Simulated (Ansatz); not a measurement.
Mulliken charges of `c1nc[nH]n1` from r2SCAN/def2-TZVPP in Ansatz (PBE0-D4/def2-TZVP geometry).

```csv
atom,x (Å),y (Å),z (Å),charge (e)
C1,-0.519,1.096,-0.172,0.131
N2,0.778,0.948,0.192,-0.362
C3,0.914,-0.356,0.250,0.104
N4,-0.247,-0.948,-0.065,-0.001
N5,-1.182,-0.028,-0.339,-0.281
H6,-0.989,2.057,-0.317,0.098
H7,1.810,-0.900,0.508,0.122
H8,-0.472,-1.926,-0.113,0.189
```

**Question.** By hand: the dipole of these point charges (1 e Å = 4.8032 D).

**Answer.** Σ q r = (0.113, -0.500, 0.039) e Å, of length 0.514 e Å = 2.47 D.

**Question.** How does the dipole of the full density compare? (Best estimate.)

**Answer.** The calculation gave: (0.103, -0.587, 0.037) e Å, 2.87 D; the point charges give 0.86 times that, at 3° from its direction.

Point charges leave out the atoms' own dipoles, such as those of lone pairs, and Mulliken's split depends on the basis, so the close match here is no proof of good charges.
